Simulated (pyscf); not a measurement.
Structures and frequencies: ωB97X-D3(BJ)/def2-SVP in PySCF.

**Question.** Estimate by transition-state theory the rate constant of H₂N–W(F)(F)(F)(F)–F + HCl → H₂N–W(F)(F)(F)(F)–Cl + HF (singlet surface; F–W, Cl–H broken, Cl–W, F–H formed) at 900 K, with ωB97M-D3(BJ)/def2-TZVP energies (ideal gas, 1 atm, RRHO with modes under 100 cm⁻¹ raised to 100, one conformer, R ln 2 for chiral ones without a mode under 150 cm⁻¹; no tunnelling).

**Answer.** The electronic barrier is 26.2 kcal/mol and the thermal terms add +37.4, so ΔG‡ = 63.6 kcal/mol. With k_BT/h = 1.88e+13 s⁻¹ and RT = 1.788 kcal/mol, and a volume of 1.23e-19 cm³ per molecule at 1 atm, k = 8.5e-22 cm³ molecule⁻¹ s⁻¹. Wigner's tunnelling factor for 323i cm⁻¹ would be 1.01. A shift of 1 kcal/mol in the barrier changes k by a factor 1.7. This is the saddle that the search found; another between the same sides may lie lower. Elements past Kr carry the def2 core potentials, without spin-orbit coupling.
